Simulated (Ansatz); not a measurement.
Reaction (silylene formation by 1,1-elimination): `[SiH3][SiH2]S` → SiH₄ + `[SiH]S`

Computed with Ansatz on PBE0-D4/def2-TZVP structures; ΔE is electronic, products minus reactants. CCSD(T)/CBS is the MP2 limit (def2-TZVPP, def2-QZVPP) plus CCSD(T) − MP2 in def2-TZVPP, frozen cores. This one scheme is used for every species. One conformer a species, not always the lowest.

| species | CCSD(T)/CBS(def2) energy (Eh) |
| --- | --- |
| `[SiH3][SiH2]S` | -979.55409 |
| SiH₄ | -291.46306 |
| `[SiH]S` | -688.02937 |

Work out ΔE.

ΔE = (-291.46306) + (-688.02937) − (-979.55409) = 0.06166 Eh = +161.9 kJ/mol.

Largest T1 diagnostic among the species: 0.016.

From PBE to PBE0 (25 % exact exchange), in def2-TZVPP and without D4, ΔE moves by +12.6 kJ/mol. In def2-TZVPP, CCSD(T) changes the Hartree–Fock value by +9.8 kJ/mol (the triples alone add +1.1 kJ/mol) and MP2 by +21.2 kJ/mol. At CCSD(T), def2-SVP lies −20.7 kJ/mol from the extrapolated value and def2-TZVPP −6.7 kJ/mol.
